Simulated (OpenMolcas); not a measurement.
# Predicting a hybrid from its neighbours: Si2H6O (disilanol)

Si2H6O has 9 atoms, charge 0, and is taken as a singlet. SMILES: `O[SiH2][SiH3]`. Geometry: relaxed at PBE0-D4/def2-TZVP. This is one conformer, not always the lowest.

The HOMO–LUMO gap y, in eV, basis def2-SVPD; a is the functional's share of exact exchange. Programs: OpenMolcas 26.06.

| functional | program | a | y (eV) |
| --- | --- | --- | --- |
| TPSS | OpenMolcas | 0 | 5.70 |
| revPBE | OpenMolcas | 0 | 5.39 |
| B3LYP | OpenMolcas | 0.2 | ? |
| PBE0 | OpenMolcas | 0.25 | 7.39 |
| BHLYP | OpenMolcas | 0.5 | 9.29 |

**Question.** Fit y = c + s·a to the known rows and predict B3LYP.

**Answer.** 
1. Means of the 4 rows: a = 0.1875, y = 6.942.
2. Σ(Δa)² = 0.17188, Σ(Δa·Δy) = 1.2856, so the slope is 1.2856/0.17188 = 7.4796.
3. Intercept: 6.942 − (7.4796) × 0.1875 = 5.540. The largest residual of the fit is 0.16.
4. B3LYP: 5.540 + (7.4796) × 0.2 = 7.04 eV.

The run gave 6.98 eV, so the prediction is off by +0.06 eV, within the largest residual. Exact exchange lowers occupied levels and raises empty ones. The rows mix families of semi-local functionals, which the line can't see.
